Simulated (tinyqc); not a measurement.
Inside a calculation. Method: extended Hueckel theory, for CH3. Computed by tinyqc, a small Python program that keeps every step (integrals from PySCF). Settings: charge = 0, K = 1.75, multiplicity = 2. Command: `OMP_NUM_THREADS=1 python tinyqc.py 20871 20872 out.jsonl` (the two numbers bound the seeds that draw the settings). One thread of a shared host (Intel(R) Xeon(R) Processor @ 2.60GHz), about 0.01 s of CPU time with the checks.

## Overlaps

Geometry (angstrom):
```
atom,x,y,z
C,0.00000,0.00000,0.01200
H,1.12000,0.00000,0.00000
H,-0.56000,0.97000,0.00000
H,-0.56000,-0.97000,0.00000
```

Parameters chosen for this run:
```
element,shell,Slater exponent,H_ii (eV)
H,1s,1.30000,-13.60000
C,2s,1.62500,-21.40000
C,2p,1.62500,-11.40000
```

Slater orbitals, each expanded in six Gaussians scaled to its exponent.

overlap S, lower triangle:
```
,1C 2s,1C 2px,1C 2py,1C 2pz,2H 1s,3H 1s,4H 1s
1C 2s,1.00000
1C 2px,0.00000,1.00000
1C 2py,0.00000,0.00000,1.00000
1C 2pz,0.00000,0.00000,0.00000,1.00000
2H 1s,0.47558,0.48089,0.00000,-0.00515,1.00000
3H 1s,0.47555,-0.24043,0.41645,-0.00515,0.11357,1.00000
4H 1s,0.47555,-0.24043,-0.41645,-0.00515,0.11357,0.11356,1.00000
```

## Wolfsberg-Helmholz matrix

diagonal H_ii (eV): 1C 2s -21.40000, 1C 2px -11.40000, 1C 2py -11.40000, 1C 2pz -11.40000, 2H 1s -13.60000, 3H 1s -13.60000, 4H 1s -13.60000

K = 1.75000

H_ij = K' S_ij (H_ii + H_jj)/2 for i != j (the diagonal keeps H_ii), with K' = 1.75.

H (eV), lower triangle:
```
,1C 2s,1C 2px,1C 2py,1C 2pz,2H 1s,3H 1s,4H 1s
1C 2s,-21.40000
1C 2px,0.00000,-11.40000
1C 2py,0.00000,0.00000,-11.40000
1C 2pz,0.00000,0.00000,0.00000,-11.40000
2H 1s,-14.56458,-10.51940,0.00000,0.11271,-13.60000
3H 1s,-14.56382,5.25931,-9.10988,0.11270,-2.70302,-13.60000
4H 1s,-14.56382,5.25931,9.10988,0.11270,-2.70302,-2.70267,-13.60000
```

## Orbitals

valence electrons = 7

Solve H C = S C e through S^(-1/2); fill by pairs from the bottom, a degenerate level sharing its electrons equally; each orbital has its largest coefficient positive (the first on a tie).

orbital energies (eV): -24.11551  -15.72165  -15.72158  -11.40044  4.92162  4.92225  17.36114

occupations: 2.00000  2.00000  2.00000  1.00000  0.00000  0.00000  0.00000

coefficients:
```
,MO1,MO2,MO3,MO4,MO5,MO6,MO7
1C 2s,0.68214,0.00000,-0.00001,0.00738,0.00000,-0.00017,1.33095
1C 2px,0.00000,0.00000,0.52234,0.00000,0.00000,1.17048,0.00022
1C 2py,0.00000,0.52234,0.00000,0.00000,1.17047,0.00000,0.00000
1C 2pz,0.00054,0.00000,0.00000,0.99995,0.00000,0.00000,-0.01589
2H 1s,0.19946,0.00000,0.50857,-0.00269,0.00000,-0.98829,-0.75374
3H 1s,0.19945,0.44045,-0.25430,-0.00269,-0.85595,0.49430,-0.75346
4H 1s,0.19945,-0.44045,-0.25430,-0.00269,0.85595,0.49430,-0.75346
```

sum of one-electron energies = -122.51792 eV

Within a degenerate level the vectors are fixed only up to a rotation; this is one choice.

## Mulliken analysis

P = C n C^T; charge = valence electrons (H 1, C 4) minus the sum of (P S)_ii on the atom; overlap population = 2 sum P_ij S_ij between two atoms.

charges: 1C -0.17666, 2H 0.05889, 3H 0.05888, 4H 0.05888

Overlap populations:
```
pair,value
2-1,0.769825
3-1,0.769800
3-2,-0.040678
4-1,0.769800
4-2,-0.040678
4-3,-0.040672
```
